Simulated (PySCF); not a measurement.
Work out the structure from these simulated measurements.

Elements present: C and H. Monoisotopic mass: 56.0626 u.

| Item | Value |
| --- | --- |
| UV, first state | lowest singlet excitation: 7.72 eV (161 nm, f = 0.014) [TDDFT PBE0/def2-SVPD] |
| Rotational structure | rotational constants A, B, C: 15.759, 6.400, 5.627 GHz [GFN2-xTB] |
| Triplet | lowest triplet excitation (Tamm–Dancoff): 7.57 eV [TDA PBE0/def2-SVPD] |
| XPS | C1s 290.4 (×2), C1s 290.5, C1s 290.6 eV [ΔSCF SCAN, pcX-2 on the ionised atom, pcseg-1 elsewhere, spin-free X2C] |
| Polarisability | 47.1 au [PBE0/def2-SVPD] |
| Dipole | 0.13 D [PBE0/def2-SVPD] |

The electronic properties come from PySCF, for the isolated species, density fitting. Levels stand in brackets. Geometry: GFN2-xTB; no solvent, vibrations or thermal averaging.

Problem. Which formula fits the mass and the elements?

Solution. C4H8 (calculated 56.0626). No other formula that holds each of these elements comes within 0.0003 u with a fitting electron parity and a possible valence count.

Problem. What is the compound? Reason from the data.

Solution. Numbering: `[CH3:1][CH:2]1[CH2:3][CH2:4]1`. Its formula, C4H8, gives 1 degree of unsaturation: 1 ring and 0 π bonds in the structure found. The core levels belong to: C1s 290.4 eV, three-membered-ring carbon [C3/C4]; C1s 290.5 eV, methyl carbon [C1]; C1s 290.6 eV, three-membered-ring carbon [C2]. The optimised geometry has point group Cs and is an asymmetric top. Structure: methylcyclopropane (`CC1CC1`). Computed isomers that give other values at the same levels: `C/C=C/C` (rotational constant A: 34.969 GHz; this holds for the one conformer computed); `C1CCC1` (core binding energies: C1s 290.3 (×4) eV); `C=C(C)C` (core binding energies: C1s 289.6, C1s 290.5, C1s 290.6 (×2) eV). The assignments are read from this structure; whether some other isomer fits the data as well wasn't checked.
